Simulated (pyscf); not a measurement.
Single points on ωB97X-D3(BJ)/def2-SVP structures (PySCF, gas phase).

Problem. For H₃Si–C(Cl)(Cl)–Cl + H• → •H₂Si–C(Cl)(Cl)–Cl + H₂, a hydrogen abstraction (doublet surface; H–Si broken, H–H formed), PBE/def2-TZVP gives ΔE‡ = 0.02 eV and ΔE = -0.59 eV (zero: the separated reactants). In which direction and how far do r²SCAN/def2-TZVP, PBE0-D3(BJ)/def2-TZVP, ωB97M-D3(BJ)/def2-TZVP move these?

Solution. r²SCAN: ΔE‡ = -0.02 eV, ΔE = -0.63 eV; PBE0-D3(BJ): ΔE‡ = 0.09 eV, ΔE = -0.49 eV; ωB97M-D3(BJ): ΔE‡ = 0.23 eV, ΔE = -0.43 eV. PBE's barrier lies among them. Its reaction energy lies among theirs. At r²SCAN this geometry lies under the reactants; that is no barrier but a single point on another level's saddle; such a level's own saddle, if it has one, lies nearer that side and is low. H₃Si–C(Cl)(Cl)–Cl lies 5.60 eV over its isomer H₃C–Si(Cl)(Cl)–Cl (electronic energy, ωB97M-D3(BJ)/def2-TZVP). •H₂Si–C(Cl)(Cl)–Cl lies 5.11 eV over its isomer •H₂C–Si(Cl)(Cl)–Cl (electronic energy, ωB97M-D3(BJ)/def2-TZVP). This is the saddle that the search found; another between the same sides may lie lower. The angle at the transferred H is 174°.
